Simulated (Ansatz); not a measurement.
Correlation energies of `CC1=CC1F` by basis set

```xyz
10

C    -1.3085   -0.0103   -0.7073
C     0.0510    0.0521   -0.1575
C     1.3453    0.0629   -0.3061
C     0.8512    0.0876    1.0637
F     0.9405   -1.0747    1.8272
H    -1.8186   -0.9012   -0.3320
H    -1.8922    0.8541   -0.3793
H    -1.3017   -0.0420   -1.7976
H     2.2079    0.0350   -0.9516
H     0.9252    0.9365    1.7405
```

The species carries charge 0 and has multiplicity 1. The structure was optimised at the PBE0-D4/def2-TZVP level. Frozen core, restricted reference, Ansatz. CBS rows extrapolate triple and quadruple zeta; past MP2 they add the triple-zeta difference.

| basis | HF (Eh) | MP2 corr. | CCSD corr. | (T) | CCSD(T) total |
| --- | --- | --- | --- | --- | --- |
| def2-SVP | -253.53844 | -0.71712 | -0.75462 | -0.02397 | -254.31703 |
| def2-TZVPP | ? | ? | ? | -0.03853 | ? |
| def2-QZVPP | -253.84632 | -0.96048 | – | – | – |
| CBS(def2) | ? | -1.00925 | -1.03578 | as TZ | ? |

(1) Fill in the withheld values. (An estimate is asked.)

Results:

(1) Computed: def2-TZVPP HF (Eh): -253.83514; def2-TZVPP MP2 corr.: -0.89464; def2-TZVPP CCSD corr.: -0.92118; def2-TZVPP CCSD(T) total: -254.79485; CBS(def2) HF (Eh): -253.84787; CBS(def2) CCSD(T) total: -254.92218.
